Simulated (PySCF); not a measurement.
# C5H7F: the cost of one run

The runs use PySCF 2.14.0, with density-fitted response routines of our own; the level of theory stands in each step. All values are computed, except where a source is named. Atoms count from 0, in the outputs and in this text.

## (1) The starting structure

13 atoms, charge 0, multiplicity 1; geometry from: GFN2-xTB. The atoms were then displaced at random by about 0.01 Å, so the start is not that level's minimum.

Bonds of the start (Å): C0–C1 1.47, C1–C2 1.32, C2–C3 1.49, C3–C4 1.30, C4–F5 1.35, C0–H6 1.09, C0–H7 1.06, C0–H8 1.13, C1–H9 1.08, C2–H10 1.09, C3–H11 1.07, C4–H12 1.07.

## (2) Geometry optimisation at PBE0-D3(BJ)/def2-SVP

The job: settings as JSON, then the geometry in Å.

```
{"job": {"xc": "PBE0", "basis": "def2-SVP", "d3": "d3bj", "grid": 1, "shake": 0.01, "kind": "geom"}, "charge": 0, "multiplicity": 1}
C     -2.318060    -0.127610    -0.060100
C     -0.966030     0.391930    -0.325070
C      0.131040    -0.184660     0.120740
C      1.509740     0.322790    -0.138590
C      2.572780    -0.271490     0.313660
F      3.796460     0.228870     0.059580
H     -2.832100    -0.325230    -1.005430
H     -2.307320    -0.995860     0.541210
H     -2.926840     0.667110     0.465610
H     -0.893650     1.291170    -0.914520
H      0.079470    -1.082700     0.739630
H      1.570800     1.215940    -0.728600
H      2.589540    -1.147150     0.921540
```

Command:

```sh
$ OMP_NUM_THREADS=1 python probes_run.py task.json out
```

The driver reads the jobs from task.json and runs them one after another.

**Question.** How long does this first job take on 1 thread of Arm Neoverse V1, shared host, and how much memory does it need?

About 54 s, with a peak of 0.48 GiB.
